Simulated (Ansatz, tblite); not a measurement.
Cost and result up the ladder for SiClH3 (SiH₃Cl) (5 atoms). Charge 0, multiplicity 1. Geometry: r2SCAN-D4/def2-TZVP.

| atom | x (Å) | y (Å) | z (Å) |
| --- | --- | --- | --- |
| Si1 | 0.0637 | -0.0186 | -0.1094 |
| Cl2 | -0.9602 | 0.2803 | 1.6482 |
| H3 | -0.7864 | 0.4316 | -1.2334 |
| H4 | 0.3666 | -1.4609 | -0.2398 |
| H5 | 1.3163 | 0.7675 | -0.0656 |

Ansatz on 2 threads of Arm Neoverse V2 on a shared host; xTB runs through tblite on one thread. Times are rough, summed over both states, and most runs start from the orbitals of an earlier one. PBE0-D4/def2-TZVP serves as the yardstick here, not as an exact answer. The other state is a triplet.

The xTB rows come from tblite.

Run but left out: PBE-D4/def2-TZVP (triplet: an occupied level 0.10 eV above an empty one).

xTB has no spin-polarisation term.

| level | functions | wall time | vertical triplet (eV) | difference from PBE0-D4/def2-TZVP (eV) |
| --- | --- | --- | --- | --- |
| GFN2-xTB | 21 | 0.004 s | 6.22 | -0.83 |
| GFN1-xTB | 24 | 0.005 s | 7.27 | 0.23 |
| PBE0-D4/def2-TZVP | 92 | 3.7 s | 7.05 | 0.00 |
| r2SCAN-D4/def2-TZVP | 92 | 6 s | 6.92 | -0.13 |
